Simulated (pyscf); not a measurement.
Single points on ωB97X-D3(BJ)/def2-SVP structures (PySCF, gas phase).

Problem. `[OH][GaH][OH]` + `[CH4]` → `[CH3][Ga]([OH])[OH]` + `[H][H]`
Surface: singlet. Broken: Ga–H, C–H. Formed: C–Ga, H–H. Give ΔE‡ and ΔE from M06-2X/def2-TZVP, relative to the separated reactants.

Solution. ΔE‡ = 2.26 eV, ΔE = +0.23 eV. ωB97M-D3(BJ)/def2-TZVP gives 2.41 eV and +0.35 eV. Zero-point energy shifts the barrier by -0.08 eV. It is a four-centre exchange, with an imaginary mode of 1657i cm⁻¹. At the saddle there is also a short Ga–H contact that neither side keeps. One saddle was located; it need not be the lowest between these sides. Elements up to Kr have no core potential and no relativistic terms here.
